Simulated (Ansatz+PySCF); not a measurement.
A calculation with PySCF 2.14.0.

```python
from pyscf import gto, scf, cc

mol = gto.M(atom="""
O 0.000000 0.000000 -0.257270
H 0.000000 1.621470 1.029100
H 0.000000 -1.621470 1.029100
""", basis='6-31g', charge=0, spin=0)
mf = scf.UHF(mol)
mf.kernel()
mycc = cc.CCSD(mf, frozen=1).run()
et = mycc.ccsd_t()
print(mf.e_tot, mycc.e_corr, et, mycc.e_tot + et)
```

The script is written out from the run's settings.

The run gave:

```
Converged               : yes
Reference energy        : -75.53418 hartree
CCSD correlation energy : -0.31981 hartree
Triples correction      : -0.02174 hartree
Total energy            : -75.87573 hartree
```

The reference isn't the lowest determinant (another lies 6.66 eV lower), but the same method gives a higher total on the lower determinant. Caution: large amplitudes, a single reference is doubtful.
